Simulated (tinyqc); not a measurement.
Inside a calculation (part 2 of 2). Method: UKS/LDA (VWN5) in the sto-6g basis, for CH2, spin multiplicity 3. Computed by tinyqc, a small Python program that keeps every step (integrals from PySCF). Command: `OMP_NUM_THREADS=1 python tinyqc.py 20835 20836 out.jsonl` (the two numbers bound the seeds that draw the settings). One thread of a shared host (Intel(R) Xeon(R) Processor @ 2.60GHz), about 4 s of CPU time with the checks.

Geometry (angstrom):
```
atom         x          y         z
C     0.000000   0.000000  0.000000
H     0.000000   1.151000  0.540000
H     0.000000  -1.151000  0.540000
```

## Iteration 1: diagonalisation and new density

F(alpha) (hartree):
```
            1C 1s      1C 2s    1C 2px     1C 2py     1C 2pz      2H 1s      3H 1s
1C 1s   -8.562975  -2.333446  0.000000   0.000000   0.006857  -0.409193  -0.409193
1C 2s   -2.333446  -0.609510  0.000000   0.000000  -0.037683  -0.274221  -0.274221
1C 2px   0.000000   0.000000  0.419905   0.000000   0.000000   0.000000   0.000000
1C 2py   0.000000   0.000000  0.000000   0.325974   0.000000  -0.133814   0.133814
1C 2pz   0.006857  -0.037683  0.000000   0.000000   0.386905  -0.071465  -0.071465
2H 1s   -0.409193  -0.274221  0.000000  -0.133814  -0.071465  -0.169108  -0.064409
3H 1s   -0.409193  -0.274221  0.000000   0.133814  -0.071465  -0.064409  -0.169108
```

F(beta) (hartree):
```
            1C 1s      1C 2s    1C 2px     1C 2py     1C 2pz      2H 1s      3H 1s
1C 1s   -8.534476  -2.312982  0.000000   0.000000   0.000540  -0.406228  -0.406228
1C 2s   -2.312982  -0.514521  0.000000   0.000000  -0.078135  -0.255781  -0.255781
1C 2px   0.000000   0.000000  0.534977   0.000000   0.000000   0.000000   0.000000
1C 2py   0.000000   0.000000  0.000000   0.381919   0.000000  -0.124759   0.124759
1C 2pz   0.000540  -0.078135  0.000000   0.000000   0.500838  -0.070842  -0.070842
2H 1s   -0.406228  -0.255781  0.000000  -0.124759  -0.070842  -0.156865  -0.061462
3H 1s   -0.406228  -0.255781  0.000000   0.124759  -0.070842  -0.061462  -0.156865
```

X:
```
            1C 1s      1C 2s    1C 2px     1C 2py     1C 2pz      2H 1s      3H 1s
1C 1s    1.025084  -0.142092  0.000000   0.000000  -0.006639   0.020569   0.020569
1C 2s   -0.142092   1.178013  0.000000   0.000000   0.065506  -0.246640  -0.246640
1C 2px   0.000000   0.000000  1.000000   0.000000   0.000000   0.000000   0.000000
1C 2py   0.000000   0.000000  0.000000   1.133282   0.000000  -0.235799   0.235799
1C 2pz  -0.006639   0.065506  0.000000   0.000000   1.027719  -0.104753  -0.104753
2H 1s    0.020569  -0.246640  0.000000  -0.235799  -0.104753   1.156562  -0.024279
3H 1s    0.020569  -0.246640  0.000000   0.235799  -0.104753  -0.024279   1.156562
```

Diagonalise F' = X^T F X, C = X C', fill 5 alpha and 3 beta electrons from the bottom; D(s) = C_occ C_occ^T. Each column has its largest component positive (the first on a tie).

F' = X^T F X (alpha) (hartree):
```
           1          2         3          4          5          6          7
1  -8.362113  -1.335943  0.000000   0.000000  -0.007867  -0.039203  -0.039203
2  -1.335943  -0.004282  0.000000   0.000000   0.052277  -0.206409  -0.206409
3   0.000000   0.000000  0.419905   0.000000   0.000000   0.000000   0.000000
4   0.000000   0.000000  0.000000   0.550050   0.000000  -0.251910   0.251910
5  -0.007867   0.052277  0.000000   0.000000   0.434559  -0.114343  -0.114343
6  -0.039203  -0.206409  0.000000  -0.251910  -0.114343   0.006254  -0.033040
7  -0.039203  -0.206409  0.000000   0.251910  -0.114343  -0.033040   0.006254
```

orbital energies (alpha) (hartree): MO1 -8.571626, MO2 -0.230564, MO3 -0.143660, MO4 0.286317, MO5 0.419905, MO6 0.557250, MO7 0.733004

coefficients C (alpha):
```
              MO1        MO2        MO3        MO4       MO5        MO6        MO7
1C 1s    0.991106  -0.141807   0.000000  -0.216319  0.000000  -0.150613   0.000000
1C 2s    0.037501   0.334585   0.000000   0.926663  0.000000   0.749535   0.000000
1C 2px   0.000000   0.000000   0.000000   0.000000  1.000000   0.000000   0.000000
1C 2py   0.000000   0.000000   0.221078   0.000000  0.000000   0.000000   1.160454
1C 2pz   0.002008   0.076961   0.000000  -0.534492  0.000000   0.889314   0.000000
2H 1s   -0.008432   0.526032   0.635040  -0.375225  0.000000  -0.543769  -0.591200
3H 1s   -0.008432   0.526032  -0.635040  -0.375225  0.000000  -0.543769   0.591200
```

F' = X^T F X (beta) (hartree):
```
           1          2         3          4          5          6          7
1  -8.336148  -1.330136  0.000000   0.000000  -0.009137  -0.039781  -0.039781
2  -1.330136   0.096415  0.000000   0.000000   0.014144  -0.205948  -0.205948
3   0.000000   0.000000  0.534977   0.000000   0.000000   0.000000   0.000000
4   0.000000   0.000000  0.000000   0.613256   0.000000  -0.256324   0.256324
5  -0.009137   0.014144  0.000000   0.000000   0.549494  -0.116471  -0.116471
6  -0.039781  -0.205948  0.000000  -0.256324  -0.116471   0.015001  -0.033392
7  -0.039781  -0.205948  0.000000   0.256324  -0.116471  -0.033392   0.015001
```

orbital energies (beta) (hartree): MO1 -8.542167, MO2 -0.203970, MO3 -0.128708, MO4 0.409537, MO5 0.534977, MO6 0.627970, MO7 0.790358

coefficients C (beta):
```
              MO1        MO2        MO3        MO4       MO5        MO6        MO7
1C 1s    0.991671  -0.126351   0.000000  -0.241136  0.000000  -0.119812   0.000000
1C 2s    0.035260   0.269715   0.000000   1.041067  0.000000   0.613228   0.000000
1C 2px   0.000000   0.000000   0.000000   0.000000  1.000000   0.000000   0.000000
1C 2py   0.000000   0.000000   0.197859   0.000000  0.000000   0.000000   1.164638
1C 2pz   0.002687   0.087061   0.000000  -0.397379  0.000000   0.957596   0.000000
2H 1s   -0.007991   0.556127   0.646720  -0.419119  0.000000  -0.477763  -0.578400
3H 1s   -0.007991   0.556127  -0.646720  -0.419119  0.000000  -0.477763   0.578400
```

D(alpha) after iteration 1:
```
            1C 1s      1C 2s    1C 2px     1C 2py     1C 2pz      2H 1s      3H 1s
1C 1s    1.049194  -0.210734  0.000000   0.000000   0.106697  -0.001784  -0.001784
1C 2s   -0.210734   0.972057  0.000000   0.000000  -0.469468  -0.172021  -0.172021
1C 2px   0.000000   0.000000  1.000000   0.000000   0.000000   0.000000   0.000000
1C 2py   0.000000   0.000000  0.000000   0.048875   0.000000   0.140393  -0.140393
1C 2pz   0.106697  -0.469468  0.000000   0.000000   0.291608   0.241022   0.241022
2H 1s   -0.001784  -0.172021  0.000000   0.140393   0.241022   0.820851   0.014299
3H 1s   -0.001784  -0.172021  0.000000  -0.140393   0.241022   0.014299   0.820851
```

D(beta) after iteration 1:
```
            1C 1s     1C 2s    1C 2px     1C 2py     1C 2pz      2H 1s      3H 1s
1C 1s    0.999377  0.000888  0.000000   0.000000  -0.008335  -0.078192  -0.078192
1C 2s    0.000888  0.073989  0.000000   0.000000   0.023576   0.149714   0.149714
1C 2px   0.000000  0.000000  0.000000   0.000000   0.000000   0.000000   0.000000
1C 2py   0.000000  0.000000  0.000000   0.039148   0.000000   0.127959  -0.127959
1C 2pz  -0.008335  0.023576  0.000000   0.000000   0.007587   0.048396   0.048396
2H 1s   -0.078192  0.149714  0.000000   0.127959   0.048396   0.727589  -0.108906
3H 1s   -0.078192  0.149714  0.000000  -0.127959   0.048396  -0.108906   0.727589
```

## Iteration 2: exchange-correlation on the grid

Becke grid with 40 radial and 14 angular points per atom, points of zero weight dropped. rho = sum D_ij phi_i phi_j; V_xc,ij = sum w v_xc phi_i phi_j; v_xc is d(rho eps)/d rho(s) for spin s.

The 8 grid points with the largest w rho, of 1666 (bohr, atomic units):
```
x                 y          z         w  rho(alpha)  rho(beta)     eps_xc  v_xc(alpha)
-1.380362  0.000000   0.000000  0.322624    0.102659   0.005157  -0.457855    -0.615469
1.380362   0.000000   0.000000  0.322624    0.102659   0.005157  -0.457855    -0.615469
-1.188483  0.000000   0.000000  0.215116    0.147161   0.007043  -0.513761    -0.690978
1.188483   0.000000   0.000000  0.215116    0.147161   0.007043  -0.513761    -0.690978
1.593376   0.000000   0.000000  0.476299    0.065864   0.003537  -0.397408    -0.533884
-1.593376  0.000000   0.000000  0.476299    0.065864   0.003537  -0.397408    -0.533884
-0.796952  0.796952  -0.796952  0.361786    0.081586   0.005837  -0.424134    -0.572805
0.796952   0.796952  -0.796952  0.361786    0.081586   0.005837  -0.424134    -0.572805
```

electrons on the grid, sum of w rho = 8.010748

E_xc = sum of w rho eps_xc = -5.65513847 hartree

V_xc(alpha) (hartree):
```
            1C 1s      1C 2s     1C 2px     1C 2py     1C 2pz      2H 1s      3H 1s
1C 1s   -2.171569  -0.285427   0.000000   0.000000   0.006949  -0.053946  -0.053946
1C 2s   -0.285427  -0.554639   0.000000   0.000000   0.028850  -0.194771  -0.194771
1C 2px   0.000000   0.000000  -0.574486   0.000000   0.000000   0.000000   0.000000
1C 2py   0.000000   0.000000   0.000000  -0.556784   0.000000  -0.181327   0.181327
1C 2pz   0.006949   0.028850   0.000000   0.000000  -0.532532  -0.080379  -0.080379
2H 1s   -0.053946  -0.194771   0.000000  -0.181327  -0.080379  -0.508965  -0.032404
3H 1s   -0.053946  -0.194771   0.000000   0.181327  -0.080379  -0.032404  -0.508965
```

V_xc(beta) (hartree):
```
            1C 1s      1C 2s     1C 2px     1C 2py     1C 2pz      2H 1s      3H 1s
1C 1s   -2.130046  -0.260414   0.000000   0.000000  -0.001217  -0.050202  -0.050202
1C 2s   -0.260414  -0.424398   0.000000   0.000000  -0.031835  -0.170714  -0.170714
1C 2px   0.000000   0.000000  -0.403803   0.000000   0.000000   0.000000   0.000000
1C 2py   0.000000   0.000000   0.000000  -0.462918   0.000000  -0.168264   0.168264
1C 2pz  -0.001217  -0.031835   0.000000   0.000000  -0.406393  -0.083454  -0.083454
2H 1s   -0.050202  -0.170714   0.000000  -0.168264  -0.083454  -0.493819  -0.029089
3H 1s   -0.050202  -0.170714   0.000000   0.168264  -0.083454  -0.029089  -0.493819
```

## Iteration 2: building the Kohn-Sham matrix

core Hamiltonian H = T + V (hartree):
```
             1C 1s      1C 2s     1C 2px     1C 2py     1C 2pz      2H 1s      3H 1s
1C 1s   -18.771768  -4.313687   0.000000   0.000000  -0.011161  -0.762626  -0.762626
1C 2s    -4.313687  -5.489995   0.000000   0.000000  -0.115713  -1.850023  -1.850023
1C 2px    0.000000   0.000000  -4.441104   0.000000   0.000000   0.000000   0.000000
1C 2py    0.000000   0.000000   0.000000  -4.593124   0.000000  -1.476615   1.476615
1C 2pz   -0.011161  -0.115713   0.000000   0.000000  -4.474565  -0.712517  -0.712517
2H 1s    -0.762626  -1.850023   0.000000  -1.476615  -0.712517  -3.172534  -0.337269
3H 1s    -0.762626  -1.850023   0.000000   1.476615  -0.712517  -0.337269  -3.172534
```

nuclear repulsion = 5.22455894 hartree

Given earlier and not repeated: Two-electron integrals (ij|kl) in chemists' order.

J_ij = sum D_kl (ij|kl) with D = D(alpha) + D(beta); F = H + J + V_xc; E = tr D H + tr D J / 2 + E_xc + E_nn.

Coulomb J (hartree):
```
            1C 1s     1C 2s    1C 2px     1C 2py    1C 2pz     2H 1s      3H 1s
1C 1s   10.650427  1.903217  0.000000   0.000000  0.001076  0.343488   0.343488
1C 2s    1.903217  4.656888  0.000000   0.000000  0.087188  1.605097   1.605097
1C 2px   0.000000  0.000000  4.619808   0.000000  0.000000  0.000000   0.000000
1C 2py   0.000000  0.000000  0.000000   4.737272  0.000000  1.425908  -1.425908
1C 2pz   0.001076  0.087188  0.000000   0.000000  4.613586  0.683203   0.683203
2H 1s    0.343488  1.605097  0.000000   1.425908  0.683203  3.514921   0.279860
3H 1s    0.343488  1.605097  0.000000  -1.425908  0.683203  0.279860   3.514921
```

F(alpha) (hartree):
```
             1C 1s      1C 2s     1C 2px     1C 2py     1C 2pz      2H 1s      3H 1s
1C 1s   -10.292909  -2.695897   0.000000   0.000000  -0.003135  -0.473084  -0.473084
1C 2s    -2.695897  -1.387745   0.000000   0.000000   0.000325  -0.439697  -0.439697
1C 2px    0.000000   0.000000  -0.395782   0.000000   0.000000   0.000000   0.000000
1C 2py    0.000000   0.000000   0.000000  -0.412636   0.000000  -0.232034   0.232034
1C 2pz   -0.003135   0.000325   0.000000   0.000000  -0.393511  -0.109693  -0.109693
2H 1s    -0.473084  -0.439697   0.000000  -0.232034  -0.109693  -0.166578  -0.089814
3H 1s    -0.473084  -0.439697   0.000000   0.232034  -0.109693  -0.089814  -0.166578
```

F(beta) (hartree):
```
             1C 1s      1C 2s     1C 2px     1C 2py     1C 2pz      2H 1s      3H 1s
1C 1s   -10.251387  -2.670884   0.000000   0.000000  -0.011302  -0.469340  -0.469340
1C 2s    -2.670884  -1.257505   0.000000   0.000000  -0.060361  -0.415640  -0.415640
1C 2px    0.000000   0.000000  -0.225099   0.000000   0.000000   0.000000   0.000000
1C 2py    0.000000   0.000000   0.000000  -0.318770   0.000000  -0.218971   0.218971
1C 2pz   -0.011302  -0.060361   0.000000   0.000000  -0.267372  -0.112768  -0.112768
2H 1s    -0.469340  -0.415640   0.000000  -0.218971  -0.112768  -0.151432  -0.086498
3H 1s    -0.469340  -0.415640   0.000000   0.218971  -0.112768  -0.086498  -0.151432
```

total energy of this density = -38.09786376 hartree

## Iteration 2: diagonalisation and new density

As before.

F' = X^T F X (alpha) (hartree):
```
            1          2          3          4          5          6          7
1  -10.093330  -1.386626   0.000000   0.000000  -0.017505  -0.055086  -0.055086
2   -1.386626  -0.812094   0.000000   0.000000   0.054700  -0.225183  -0.225183
3    0.000000   0.000000  -0.395782   0.000000   0.000000   0.000000   0.000000
4    0.000000   0.000000   0.000000  -0.290474   0.000000  -0.204675   0.204675
5   -0.017505   0.054700   0.000000   0.000000  -0.367243  -0.091391  -0.091391
6   -0.055086  -0.225183   0.000000  -0.204675  -0.091391   0.072260  -0.033246
7   -0.055086  -0.225183   0.000000   0.204675  -0.091391  -0.033246   0.072260
```

orbital energies (alpha) (hartree): MO1 -10.297546, MO2 -0.729354, MO3 -0.443174, MO4 -0.402424, MO5 -0.395782, MO6 0.195671, MO7 0.258206

coefficients C (alpha):
```
              MO1        MO2        MO3        MO4       MO5        MO6        MO7
1C 1s    0.993906  -0.262887   0.000000   0.018047  0.000000   0.120801   0.000000
1C 2s    0.026167   0.975895   0.000000  -0.105769  0.000000  -0.754730   0.000000
1C 2px   0.000000   0.000000   0.000000   0.000000  1.000000   0.000000   0.000000
1C 2py   0.000000   0.000000   0.846757   0.000000  0.000000   0.000000  -0.823731
1C 2pz   0.002294  -0.008839   0.000000   0.957598  0.000000  -0.406707   0.000000
2H 1s   -0.005976   0.063780   0.181044   0.102313  0.000000   0.835876   0.848538
3H 1s   -0.005976   0.063780  -0.181044   0.102313  0.000000   0.835876  -0.848538
```

F' = X^T F X (beta) (hartree):
```
            1          2          3          4          5          6          7
1  -10.054302  -1.382605   0.000000   0.000000  -0.018111  -0.055379  -0.055379
2   -1.382605  -0.672554   0.000000   0.000000  -0.003717  -0.225359  -0.225359
3    0.000000   0.000000  -0.225099   0.000000   0.000000   0.000000   0.000000
4    0.000000   0.000000   0.000000  -0.182566   0.000000  -0.214119   0.214119
5   -0.018111  -0.003717   0.000000   0.000000  -0.240455  -0.094238  -0.094238
6   -0.055379  -0.225359   0.000000  -0.214119  -0.094238   0.083725  -0.034167
7   -0.055379  -0.225359   0.000000   0.214119  -0.094238  -0.034167   0.083725
```

orbital energies (beta) (hartree): MO1 -10.255326, MO2 -0.621299, MO3 -0.370365, MO4 -0.263285, MO5 -0.225099, MO6 0.222157, MO7 0.305690

coefficients C (beta):
```
              MO1        MO2        MO3        MO4       MO5        MO6        MO7
1C 1s    0.994436  -0.249259   0.000000   0.065299  0.000000   0.128769   0.000000
1C 2s    0.024007   0.913030   0.000000  -0.287234  0.000000  -0.785592   0.000000
1C 2px   0.000000   0.000000   0.000000   0.000000  1.000000   0.000000   0.000000
1C 2py   0.000000   0.000000   0.787342   0.000000  0.000000   0.000000   0.880694
1C 2pz   0.003093   0.152210   0.000000   0.940607  0.000000  -0.417814   0.000000
2H 1s   -0.005581   0.110697   0.239691   0.093789  0.000000   0.831973  -0.833871
3H 1s   -0.005581   0.110697  -0.239691   0.093789  0.000000   0.831973   0.833871
```

D(alpha) after iteration 2:
```
            1C 1s      1C 2s    1C 2px     1C 2py     1C 2pz      2H 1s      3H 1s
1C 1s    1.057286  -0.232451  0.000000   0.000000   0.021886  -0.020860  -0.020860
1C 2s   -0.232451   0.964242  0.000000   0.000000  -0.109850   0.051265   0.051265
1C 2px   0.000000   0.000000  1.000000   0.000000   0.000000   0.000000   0.000000
1C 2py   0.000000   0.000000  0.000000   0.716997   0.000000   0.153300  -0.153300
1C 2pz   0.021886  -0.109850  0.000000   0.000000   0.917077   0.097397   0.097397
2H 1s   -0.020860   0.051265  0.000000   0.153300   0.097397   0.047348  -0.018205
3H 1s   -0.020860   0.051265  0.000000  -0.153300   0.097397  -0.018205   0.047348
```

D(beta) after iteration 2:
```
            1C 1s      1C 2s    1C 2px     1C 2py     1C 2pz      2H 1s      3H 1s
1C 1s    1.051033  -0.203707  0.000000   0.000000  -0.034864  -0.033142  -0.033142
1C 2s   -0.203707   0.834201  0.000000   0.000000   0.139047   0.100935   0.100935
1C 2px   0.000000   0.000000  0.000000   0.000000   0.000000   0.000000   0.000000
1C 2py   0.000000   0.000000  0.000000   0.619908   0.000000   0.188719  -0.188719
1C 2pz  -0.034864   0.139047  0.000000   0.000000   0.023177   0.016832   0.016832
2H 1s   -0.033142   0.100935  0.000000   0.188719   0.016832   0.069737  -0.045167
3H 1s   -0.033142   0.100935  0.000000  -0.188719   0.016832  -0.045167   0.069737
```

## Convergence

Stop when the energy changes by less than 1e-09 hartree and every element of the error matrix X^T (F D S - S D F) X (for each spin) is below 9e-06.

Course of the cycle:
```
iteration   E (hartree)     change  largest element of the error matrix
1          -37.12475125          -                             2.89e-01
2          -38.09786376  -9.73e-01                             2.48e-01
3          -38.22936627  -1.32e-01                             2.39e-01
4          -38.30633765  -7.70e-02                             1.97e-01
5          -38.35085608  -4.45e-02                             1.99e-01
6          -38.38232907  -3.15e-02                             1.71e-01
7          -38.40528729  -2.30e-02                             1.76e-01
8          -38.42213449  -1.68e-02                             1.55e-01
9          -38.43624119  -1.41e-02                             1.61e-01
10         -38.44655939  -1.03e-02                             1.44e-01
11         -38.45614711  -9.59e-03                             1.51e-01
12         -38.46299642  -6.85e-03                             1.35e-01
13         -38.46995924  -6.96e-03                             1.43e-01
14         -38.47474980  -4.79e-03                             1.30e-01
...                 ...        ...                                  ...
50         -38.52040184   2.06e-04                             1.03e-01
51         -38.52105042  -6.49e-04                             1.10e-01
52         -38.52081878   2.32e-04                             1.03e-01
53         -38.52143881  -6.20e-04                             1.10e-01
54         -38.52118513   2.54e-04                             1.03e-01
55         -38.52178029  -5.95e-04                             1.09e-01
56         -38.52150744   2.73e-04                             1.03e-01
57         -38.52208090  -5.73e-04                             1.09e-01
58         -38.52179132   2.90e-04                             1.03e-01
59         -38.52234579  -5.54e-04                             1.09e-01
60         -38.52204161   3.04e-04                             1.02e-01
61         -38.52257944  -5.38e-04                             1.09e-01
62         -38.52226247   3.17e-04                             1.02e-01
63         -38.52278569  -5.23e-04                             1.09e-01
```

PySCF UKS in the same basis, fine grid, after a stability check = -38.58678602 hartree

Not converged within the cap of 63 iterations: the residual has stopped falling. Reruns (cap 100 unless said): DIIS 8: converged in 9; damping 0.5: converged in 32; level shift 0.5: converged in 14; atomic densities as start, DIIS 8: converged in 8; the original settings with a cap of 400: not converged.
